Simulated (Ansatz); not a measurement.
# CH2B+ (triplet): wave-function methods side by side, def2-TZVPP

One table from this session's results is given with a row withheld; the runs are named, their logs left out.

Computed with Ansatz 0.2.0, Gaussian basis. Level: def2-TZVPP, core rule «outside noble gas», up to 2 orbitals frozen.

To be run: UHF; ROHF; CCSD(T) on UHF.

### The geometry

The geometry is a PBE0/def2-TZVP stationary point (not a proven minimum) of the parent state, kept for this charge and spin.

4 atoms, charge 1, spin multiplicity 3.

Atoms are counted from 1 here; the program's logs count them from 0.

Bond lengths: B1–C2 1.505 Å, C2–H3 1.092 Å, C2–H4 1.092 Å. Angles: B1–C2–H3 123.3°, B1–C2–H4 123.3°, H3–C2–H4 113.4°.

Set-up of the first run:

in.yaml reads:

```yaml
crystal:
  periodic: [false, false, false]
  atoms:
    - {symbol: B, position_ang: [0.000000, 0.000000, 0.898833]}
    - {symbol: C, position_ang: [0.000000, 0.000000, -0.606573]}
    - {symbol: H, position_ang: [0.000000, -0.912704, -1.206376]}
    - {symbol: H, position_ang: [0.000000, 0.912704, -1.206376]}
basis:
  gaussian: {orbitals: def2-TZVPP}
total_charge: 1
magnetization: {spin_polarized: true, initial_magnetization: 2}
hamiltonian: {xc: hf}
output: {orbitals: {seedname: orbitals}}
```

The run is started by

```bash
ansatz run in.yaml --threads 1 --pin off --events-out ev --progress --plain --max-ram 4096MiB --backend cpu
```

Among the steps run: UHF; ROHF; CCSD(T) on UHF.

One table of the session follows, with a row left open; its other results are not shown here.

It belongs to the step «Misses and costs». 

| method | from UCCSD(T) (kcal/mol) |
| --- | --- |
| ROHF | ? |
| UHF | +128.25 |
| UMP2 | +19.60 |
| UCCSD | +4.46 |
| UCCSD(T) | 0 |

Q: Estimate the row for ROHF from the others.

**Answer.** from UCCSD(T) (kcal/mol): +130.13. In the column «from UCCSD(T) (kcal/mol)» it is the highest.
